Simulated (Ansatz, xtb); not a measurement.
**Two isomers of C3H6S**

Structure a: `C/C=C\S`, a singlet. Structure b: `C/C=C/S`, a singlet. Both are isolated molecules in the gas phase, relaxed with PBE-D3(BJ)/def2-SVP; the shapes shown needn't be the lowest conformers.

a (Å):

```xyz
10

C    -0.5958    0.6260    0.6949
C    -1.0356   -0.3074   -0.3906
C    -0.3597   -1.3636   -0.8976
S     1.2270   -2.0094   -0.4715
H    -1.1438    0.4402    1.6454
H     0.4881    0.5464    0.9158
H    -0.7972    1.6821    0.4184
H    -2.0327   -0.1228   -0.8264
H    -0.8097   -1.9607   -1.7079
H     1.4809   -1.1903    0.5869
```

b (Å):

```yaml
atoms:
  - { symbol: C, position_ang: [-0.6799, 0.9681, 0.5897] }
  - { symbol: C, position_ang: [-0.1297, -0.3837, 0.2449] }
  - { symbol: C, position_ang: [-0.5748, -1.1476, -0.7756] }
  - { symbol: S, position_ang: [-0.0188, -2.7424, -1.2844] }
  - { symbol: H, position_ang: [-1.0801, 0.9932, 1.6269] }
  - { symbol: H, position_ang: [0.1063, 1.7531, 0.5409] }
  - { symbol: H, position_ang: [-1.4982, 1.2655, -0.0961] }
  - { symbol: H, position_ang: [0.6935, -0.7635, 0.8781] }
  - { symbol: H, position_ang: [-1.3959, -0.7907, -1.4224] }
  - { symbol: H, position_ang: [0.9471, -2.8893, -0.3329] }
```

Quicker runs give these differences E(b) − E(a): GFN2-xTB −1.63 kcal/mol; HF/STO-3G −2.18 kcal/mol (at GFN2-xTB geometries); r2SCAN-D4/def2-SVP +0.09 kcal/mol (at GFN2-xTB geometries).

Problem. Estimate E(b) − E(a) at the level CCSD(T)/def2-SVP + ΔMP2/def2-TZVPP.

Solution. CCSD(T)/def2-SVP + ΔMP2/def2-TZVPP gives E(b) − E(a) = −0.23 kcal/mol, slightly favouring structure b, which is too small a margin to settle the true order.

Level by level:

| level | geometry | E(b) − E(a) (kcal/mol) | departure from the last row (kcal/mol) | job, with rough time for the two |
| --- | --- | --- | --- | --- |
| GFN2-xTB | GFN2-xTB | −1.63 | −1.40 | optimisation, 0.28 s |
| HF/STO-3G | GFN2-xTB | −2.18 | −1.95 | single point, 0.58 s |
| r2SCAN-D4/def2-SVP | GFN2-xTB | +0.09 | +0.32 | single point, 4.6 s |
| PBE-D3(BJ)/def2-SVP | PBE-D3(BJ)/def2-SVP | +0.08 | +0.31 | optimisation, 29 s |
| HF/def2-SVP | PBE-D3(BJ)/def2-SVP | −1.25 | −1.02 | part of the CCSD(T) run |
| MP2/def2-SVP | PBE-D3(BJ)/def2-SVP | −0.67 | −0.43 | part of the CCSD(T) run |
| CCSD(T)/def2-SVP | PBE-D3(BJ)/def2-SVP | −0.73 | −0.49 | single point |
| CCSD(T)/def2-SVP + ΔMP2/def2-TZVPP | PBE-D3(BJ)/def2-SVP | −0.23 |  | single point, 36 s |

As drawn, both hold the same kinds of bond in the same numbers.

The largest departure from CCSD(T)/def2-SVP + ΔMP2/def2-TZVPP is that of HF/STO-3G, 1.95 kcal/mol. The last row adds to CCSD(T) the change of the MP2 difference between the two basis sets, here +0.49 kcal/mol.

With harmonic frequencies from PBE-D3(BJ)/def2-SVP (ideal gas, rigid rotor, one conformer each, 298.15 K, 1 atm): on the last row, ΔE + ΔZPE = −0.17 kcal/mol. A mode under 50 cm⁻¹ makes harmonic enthalpies and free energies unreliable, so none is given.

The correlated steps freeze 8 core orbitals. Codes used: Ansatz 0.2.0, xtb 6.7.1; the last row on 2 threads of Intel(R) Xeon(R) Processor @ 2.50GHz (Skylake/Cascade Lake) on a shared host.
